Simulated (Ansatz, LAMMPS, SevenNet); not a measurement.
**How well does each level of theory give the bulk modulus B0 of hcp Hf?**

Reference value: 110 GPa (measured, zero-point energy and finite temperature contributions removed; as tabulated in doi:10.1021/acs.jctc.3c00612).

```
level (code)                    value (GPa)  cell (Å³/atom)
------------------------------  -----------  --------------
Lennard-Jones uff-vdw (LAMMPS)         1.70           20.11
SevenNet-l3i5                           106           22.47
LDA (Ansatz)                            [?]           20.83
PBE (Ansatz)                            107           22.53
PBE-D3(BJ) (Ansatz)                     112           21.84
PBE-D4 (Ansatz)                         109           22.22
rVV10 (Ansatz)                          110           22.63
r²SCAN (Ansatz)                         110           22.35
r²SCAN+rVV10 (Ansatz)                   112           22.09
```

**Question.** Some entries are withheld; supply them.

**Answer.** 
- LDA (Ansatz, a first-principles code), value (GPa): 120

Errors against the reference: Lennard-Jones uff-vdw -98 %, SevenNet-l3i5 -3.6 %, LDA +9.1 %, PBE -2.7 %, PBE-D3(BJ) +1.8 %, PBE-D4 -0.9 %, rVV10 0.0 %, r²SCAN 0.0 %, r²SCAN+rVV10 +1.8 %.

Leaving aside Lennard-Jones uff-vdw (doubt noted below): Once the reference is moved by up to 1.7 % (a margin picked here for doubts on the reference and the settings) and values within 1.7 % count as equal, the nearest can be rVV10 (0.0 %), r²SCAN (0.0 %), PBE-D4 (-0.9 %), PBE-D3(BJ) (+1.8 %), r²SCAN+rVV10 (+1.8 %), PBE (-2.7 %) or SevenNet-l3i5 (-3.6 %). Farthest off among them: LDA (+9.1 %). Within 15 %: SevenNet-l3i5, LDA, PBE, PBE-D3(BJ), PBE-D4, rVV10, r²SCAN, r²SCAN+rVV10.

Density-functional levels without +SOC have no spin–orbit coupling. Lennard-Jones uff-vdw: this is a force field's van der Waals term alone, without bonds or charges. Each level is taken at its own relaxed cell. Cutoffs differ between the levels. Ansatz's density-functional and Hartree–Fock values are scalar-relativistic unless marked +SOC, with PAW data made under PBE.

Machine-learned potentials (SevenNet-l3i5) are trained on DFT data: a solid inside that data is no test of them.

Differences are worked out from the printed values.
